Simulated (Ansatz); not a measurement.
# BNH₆: vertical ionisation energy

How much energy removes an electron from BNH₆ at fixed geometry? The cation is run at each level and the neutral's energy taken from earlier runs.

The runs use Ansatz 0.2.0, Gaussian basis; unrestricted cation, the program's frozen cores in correlated methods.

Levels to be run: UKS PBE-D4/def2-TZVPP; UKS r2SCAN-D4/def2-TZVPP; UKS PBE0-D4/def2-TZVPP; UKS B3LYP-D4/def2-TZVPP; UKS wB97X-V/def2-TZVPP; UKS wB97M-V/def2-TZVPP; UKS B2PLYP/def2-TZVPP; UHF-CCSD(T)/def2-TZVPP; UHF-MP2/def2-QZVPP; extrapolation to the limit; then −ε(HOMO) from the neutral's earlier runs with LDA (SPW92), PBE-D4, revPBE-D4, BLYP-D4, r2SCAN-D4, B97M-V, PBE0-D4, B3LYP-D4, r2SCANh-D4, r2SCAN0-D4, HSE06-D4, BHLYP-D4, CAM-B3LYP-D4, LC-ωPBE, ωB97X-V, ωB97M-V.

1 further run of the same task is left out (it didn't finish).

**1. The relaxed structure**

An earlier PBE0-D4 in a triple-zeta def2 set relaxation fixed the geometry.

SMILES `[BH3-][NH3+]`, 8 atoms, charge 0, spin multiplicity 1.

Atoms are counted from 1 here; the program's logs count them from 0.

Bond lengths: B1–N2 1.639 Å, B1–H3 1.212 Å, B1–H4 1.212 Å, B1–H5 1.212 Å, N2–H6 1.015 Å, N2–H7 1.015 Å, N2–H8 1.015 Å. Angles: N2–B1–H3 105.3°, N2–B1–H4 105.3°, N2–B1–H5 105.3°, H3–B1–H4 113.3°, H3–B1–H5 113.3°, H4–B1–H5 113.3°, B1–N2–H6 110.9°, B1–N2–H7 110.9°, B1–N2–H8 110.9°, H6–N2–H7 108.0°, H6–N2–H8 108.0°, H7–N2–H8 108.0°.

**2. Cation, UKS PBE-D4/def2-TZVPP**

The input, in.yaml:

```yaml
crystal:
  periodic: [false, false, false]
  atoms:
    - {symbol: B, position_ang: [-0.191313, 0.250782, -0.775402]}
    - {symbol: N, position_ang: [0.206511, -0.255108, 0.731709]}
    - {symbol: H, position_ang: [-0.078155, -0.728377, -1.480965]}
    - {symbol: H, position_ang: [-1.332573, 0.649687, -0.687235]}
    - {symbol: H, position_ang: [0.604395, 1.126591, -1.038429]}
    - {symbol: H, position_ang: [0.140754, 0.506981, 1.398737]}
    - {symbol: H, position_ang: [1.156575, -0.611274, 0.755256]}
    - {symbol: H, position_ang: [-0.413994, -0.996481, 1.040529]}
basis:
  gaussian: {orbitals: def2-TZVPP}
total_charge: 1
magnetization: {spin_polarized: true, initial_magnetization: 1}
hamiltonian: {xc: pbe, dispersion: d4}
```

After this run come: Cation, UKS r2SCAN-D4/def2-TZVPP; Cation, UKS PBE0-D4/def2-TZVPP; Cation, UKS B3LYP-D4/def2-TZVPP; Cation, UKS wB97X-V/def2-TZVPP; Cation, UKS wB97M-V/def2-TZVPP; Cation, UKS B2PLYP (frozen core)/def2-TZVPP; Cation, UHF-CCSD(T)/def2-TZVPP; Cation, UHF-MP2/def2-QZVPP.

Before running them: what should the planned runs give, taken together? Wanted: ionisation energy, CCSD(T)/CBS; nearest functional by difference; nearest −ε(HOMO); −ε(HOMO) of PBE; T1 of the cation.

The runs gave:

| quantity | value |
| --- | --- |
| ionisation energy, CCSD(T)/CBS | 10.81 eV |
| nearest functional by difference | ωB97M-V (-0.17 eV) |
| nearest −ε(HOMO) | LC-ωPBE (-0.13 eV) |
| −ε(HOMO) of PBE | 6.42 eV |
| T1 of the cation | 0.024 |

By cation minus neutral, the functionals miss by 0.50 eV at most. The PBE orbital energy is 4.4 eV too small: a semilocal HOMO is no ionisation energy. Among orbital estimates LC-ωPBE comes nearest. Hartree-Fock falls 0.98 eV short, as the neutral has more correlation energy than the cation.
